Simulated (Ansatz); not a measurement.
HCB, singlet: reading a ladder of total energies

Geometry: a point of a breathe scan, not a stationary point.

```csv
atom,x (Å),y (Å),z (Å)
B,0.0000,0.1498,1.3901
C,0.0000,-0.2146,-1.0361
H,0.0000,0.9508,-2.5639
```

Basis 6-31G; Ansatz 0.2.0. Correlated methods freeze the noble-gas cores, which leaves 8 electrons in 18 orbitals. R marks a restricted (for open shells ROHF) determinant.

Full CI is exact within this basis and frozen core; it isn't the basis-set limit.

RHF is unstable: UHF (⟨S²⟩ = 1.75) lies 2.14 eV below the lowest RHF solution. Higher spins weren't run at this geometry and may lie near or lower.

RCCSD has a T1 diagnostic of 0.052 and a largest doubles amplitude of 0.24.

Runs differ by some tens of microhartree through their thresholds, so steps under 0.03 kcal/mol mean nothing.

| level | total energy (hartree) |
| --- | --- |
| RHF | -62.629996 |
| RMP2 | -62.761722 |
| RCCSD | -62.826347 |
| RCCSD(T) | -62.835955 |
| RCCSDT | -62.836601 |
| RCCSDT(Q) | -62.837870 |
| RCCSDTQ | -62.837758 |
| full CI | -62.837855 |

Q: What is the correlation energy at full CI, and what share of it do RMP2 and RCCSD(T) recover?

A: E(corr) = -62.837855 − (-62.629996) = -0.207859 hartree = -5.656 eV. RMP2: -0.131726 / -0.207859 = 63.37 %. RCCSD(T): -0.205959 / -0.207859 = 99.09 %.

Q: By how many kcal/mol does RCCSD(T) miss full CI (1 hartree = 627.509 kcal/mol), and which steps make up the rest?

A: -62.835955 − (-62.837855) = 0.001900 hartree = 1.19 kcal/mol. Steps: RCCSDT − RCCSD(T) = -0.41, RCCSDT(Q) − RCCSDT = -0.80, RCCSDTQ − RCCSDT(Q) = 0.07, full CI − RCCSDTQ = -0.06 kcal/mol. With more than one leading determinant such errors change with state and geometry, and needn't cancel in differences.
